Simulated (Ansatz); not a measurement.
# BH4P, SMILES BP: a relaxed scan of one distance

Computed with Ansatz 0.2.0, Python API.

The cells in order, each with its output:

```python
import ansatz as az
import numpy as np

molecule = (
    az.Crystal.molecule()
    .atom("B", (-0.8611, -0.003, -0.0633))
    .atom("P", (0.9719, 0.1312, -0.6482))
    .atom("H", (-1.5925, 0.9141, -0.2008))
    .atom("H", (-1.2521, -0.9994, 0.4362))
    .atom("H", (1.3863, -1.0746, 0.0482))
    .atom("H", (1.3475, 1.0318, 0.4279))
)

base = (
    molecule.calculation()
    .basis(gaussian="def2-SVP")
    .functional("pbe")
)
symbols = [site.symbol for site in molecule.cartesian_sites]
pairs = [(0, 1), (0, 2), (0, 3), (1, 4), (1, 5)]
print("held (A)   E (eV)        ", "  ".join(f"{symbols[i]}{i}-{symbols[j]}{j}" for i, j in pairs))
for length in [1.77, 1.93, 2.08, 2.31, 2.6]:
    summary = base.relax(constraints=[az.DistanceConstraint((0, 1), at=length)], force_tolerance=0.02, max_steps=60).run(threads=1, backend="cpu").report
    xyz = np.array(summary["positions_ang"])
    print(f"{length:6.2f} {summary['free_energy_ev']:14.5f}  ", "  ".join(f"{np.linalg.norm(xyz[i] - xyz[j]):.3f}" for i, j in pairs))
```

    held (A)   E (eV)         B0-P1  B0-H2  B0-H3  P1-H4  P1-H5
    DeckWarning: relax.constraints: the input's atoms, or those drawn, lie off the distances that are held; a relaxation that starts there is brought onto them ahead of its first SCF, by positions alone, [...]
      1.77   -10020.04459   1.770  1.214  1.214  1.424  1.424
      1.93   -10020.06840   1.930  1.214  1.214  1.431  1.431
      2.08   -10019.82497   2.080  1.213  1.213  1.436  1.436
      2.31   -10019.23737   2.310  1.212  1.212  1.440  1.440
      2.60   -10018.41870   2.600  1.210  1.210  1.444  1.444

Caveats:
- Total energies depend on the basis set; only differences at equal settings carry meaning.
- Warnings are shown shortened and without file and line.
- The energies are electronic: no zero-point or thermal terms, and the basis set is short of its limit.
- Finished in 39 s on 1 thread of Arm Neoverse V1, on a shared host, peak memory 0.18 GiB.
